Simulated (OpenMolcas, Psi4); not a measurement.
From Psi4 to OpenMolcas

Psi4 1.11 runs this on SiH2O2 (SMILES O[Si]O):

h2o2si.inp:
```
memory 2.2 GB

molecule system {
  0 1
  O     -1.443200    -0.105600    -0.275000
  Si    -0.212000    -0.791300     0.567700
  O      1.036000     0.187500     0.068600
  H     -1.231900     0.648900    -0.836100
  H      1.901100    -0.013100     0.433400
  units angstrom
  symmetry c1
}

set {
  puream true
  e_convergence 1e-09
  d_convergence 1e-08
  scf_type pk
  dft_radial_points 99
  dft_spherical_points 590
}

energy("pbe/aug-cc-pVDZ")
print_variables()
```

```bash
$ psi4 -i h2o2si.inp -o h2o2si.out -n 1
```

Geometry: relaxed at PBE0-D4/def2-TZVP. This is one conformer, not always the lowest.

It gives a total energy of -440.919253 Eh.

**Question.** Translate the job to OpenMolcas 26.06 as an input file of the program's own, asking for the gradient.

**Answer.** For example:

job.inp:
```
&gateway
 baslib=$CurrDir
 coord
 5
 angstrom
 O       -1.443200      -0.105600      -0.275000
 Si      -0.212000      -0.791300       0.567700
 O        1.036000       0.187500       0.068600
 H       -1.231900       0.648900      -0.836100
 H        1.901100      -0.013100       0.433400
 basis=aug-cc-pVDZ
 group=NoSym

&seward
 gridinput
 Grid=UltraFine
 End of Grid

&scf
 ksdft=PBE
 thresholds=1e-10 1e-07 1e-07 1e-05
 prorbitals=1 1

&alaska
```

```bash
$ export MOLCAS_MEM=1860
$ pymolcas job.inp > job.log
```

(Basis files named in the input come from the Basis Set Exchange and aren't shown.)

Its energy is -440.919253 Eh, the same as the first but for the last digit, at most.
